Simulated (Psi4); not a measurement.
# CH5O+ (SMILES C[OH2+]) at M06-2X/def2-SVP (density fitting)

Wanted: a short trajectory of CH5O+. The job is set up through an ASE script.

The calculation is run with Psi4 1.11.

## Step 1: The molecule

CH5O+ has 7 atoms, charge +1, and is taken as a singlet. As SMILES, `C[OH2+]`. The shape is that of a PBE0-D4/def2-TZVP (4 decimals) optimisation. The run starts from this shape.

Bond lengths: C1–O2 1.498 Å, C1–H3 1.086 Å, C1–H4 1.086 Å, C1–H5 1.087 Å, O2–H6 0.974 Å, O2–H7 0.974 Å. Angles: C1–O2–H6 114.4°, C1–O2–H7 114.4°, O2–C1–H3 104.9°, O2–C1–H4 104.9°, O2–C1–H5 108.6°, H6–O2–H7 110.3°, H3–C1–H4 111.4°, H3–C1–H5 113.1°, H4–C1–H5 113.1°.

## Step 2: Molecular dynamics at M06-2X/def2-SVP (density fitting)

Input file ch5o.sdf:

```

     RDKit          3D

  7  6  0  0  0  0  0  0  0  0999 V2000
   -0.3102   -0.4436   -0.3331 C   0  0  0  0  0  0  0  0  0  0  0  0
    0.3093    0.5087    0.6432 O   0  0  0  0  0  0  0  0  0  0  0  0
   -0.0134   -1.4297    0.0116 H   0  0  0  0  0  0  0  0  0  0  0  0
   -1.3807   -0.2926   -0.2300 H   0  0  0  0  0  0  0  0  0  0  0  0
    0.0599   -0.2101   -1.3282 H   0  0  0  0  0  0  0  0  0  0  0  0
    0.0589    1.4404    0.5102 H   0  0  0  0  0  0  0  0  0  0  0  0
    1.2762    0.4269    0.7263 H   0  0  0  0  0  0  0  0  0  0  0  0
  2  1  1  0
  3  1  1  0
  4  1  1  0
  5  1  1  0
  6  2  1  0
  7  2  1  0
M  CHG  1   2   1
M  END
$$$$
```

Input file ch5o_ase.py:

```python
import numpy as np
from ase.calculators.psi4 import Psi4
from ase.io import read
from ase import units
from ase.md.velocitydistribution import MaxwellBoltzmannDistribution, Stationary
from ase.md.verlet import VelocityVerlet

atoms = read('ch5o.sdf')
calc = Psi4(atoms=atoms, method='m06-2x', basis='def2-SVP', memory='1600MB', num_threads=1, charge=1, multiplicity=1, label='ch5o')
atoms.calc = calc

MaxwellBoltzmannDistribution(atoms, temperature_K=300.0, rng=np.random.default_rng(199))
Stationary(atoms)
dyn = VelocityVerlet(atoms, 0.5 * units.fs)
def show():
    ep, ek = atoms.get_potential_energy(), atoms.get_kinetic_energy()
    print(f'step {dyn.nsteps:3d}  Epot {ep:14.6f}  Ekin {ek:9.6f}  Etot {ep + ek:14.6f} eV  T {atoms.get_temperature():7.1f} K')
dyn.attach(show)
dyn.run(40)
```

Launch:

```
$ python ch5o_ase.py
```

Q: Predict the results. Wanted: potential energy of the last frame.

Computed results:

At M06-2X/def2-SVP (density fitting):

```
                          quantity          value
potential energy of the last frame  -115.86671 Eh
```
